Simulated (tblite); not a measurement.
# C2H4Br2: the cost of one run

Computed with tblite 0.8.0 and PySCF 2.14.0; each step states its level. No surroundings beyond the atoms listed, unless a continuum is named. Atoms count from 0, parts from 1.

## 1. Starting point

8 atoms, charge 0, multiplicity 1; geometry: rigid parts in contact. Parts: 1 = atoms 0–1, `BrBr`, charge 0; 2 = atoms 2–7, `C=C`, charge 0.

## 2. Bringing the parts together with GFN2-xTB

Job settings and geometry (Å):

```
{"job": {"kind": "dock", "xc": "GFN2-xTB", "basis": "xTB"}, "charge": 0, "multiplicity": 1, "parts": [{"atoms": "0-1", "charge": 0, "multiplicity": 1}, {"atoms": "2-7", "charge": 0, "multiplicity": 1}]}
Br     1.140749     0.001074     0.006196
Br    -1.140749    -0.001074    -0.006196
C      3.883183     0.940596     0.318398
C      3.805074     0.557725     1.575408
H      3.887025     1.980973     0.037412
H      3.946601     0.232307    -0.491520
H      3.741687     1.265939     2.385377
H      3.801057    -0.482833     1.856282
```

With the program's defaults for keys left out, this is: GFN2-xTB search for minima from random contacts, gas phase.

Launch:

```sh
$ OMP_NUM_THREADS=1 python cluster_run.py task.json out
```

One launch serves the whole session: the jobs run in the order shown.

**Question.** How long does this first job take on 1 thread of Arm Neoverse V1, shared host?

About 10 s.
